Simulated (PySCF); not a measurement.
How methods differ on the electron affinity of F

F⁻ [Ne] (1S) → F [He] 2s2 2p5 (2P), as a difference of total energies. Calculation: PySCF 2.14, in aug-cc-pwCVTZ; no relativity, point nucleus. Correlated levels: valence: 1s2 frozen; valence and next inner shell: nothing frozen. The calculations carry no spin-orbit coupling.

```
                                method  electron affinity (eV)  plus first-order spin-orbit estimate  error of that sum (eV)
                                   UHF                   1.195                                 1.178                  -2.223
                                   LDA                   4.127                                 4.110                  +0.709
                                   PBE                   3.654                                 3.637                  +0.236
                                  PBE0                   3.243                                 3.226                  -0.175
                                r2SCAN                   3.315                                 3.298                  -0.103
                               r2SCAN0                   3.032                                 3.015                  -0.386
                             CAM-B3LYP                   3.538                                 3.521                  +0.120
                               r2SCANh                   3.199                                 3.182                  -0.219
                                 HSE06                   3.242                                 3.225                  -0.176
                         MP2 (valence)                   3.643                                 3.626                  +0.225
                     SCS-MP2 (valence)                   3.458                                 3.441                  +0.040
    MP2 (valence and next inner shell)                   3.649                                 3.632                  +0.231
SCS-MP2 (valence and next inner shell)                   3.460                                 3.443                  +0.042
```

Reference: 3.401 eV (measured; photodetachment measurements, as compiled on the Wikipedia data page of electron affinities).

A first-order spin-orbit estimate (lowest level to lowest level, LS coupling) adds -0.017 eV.

Errors of the correlated levels include the incompleteness of this basis and the frozen core.

In the anion the highest occupied orbital energy is positive at LDA, PBE, r2SCAN, r2SCANh, HSE06, a self-interaction effect; the basis confines that electron, and the energy difference can still be sensible.
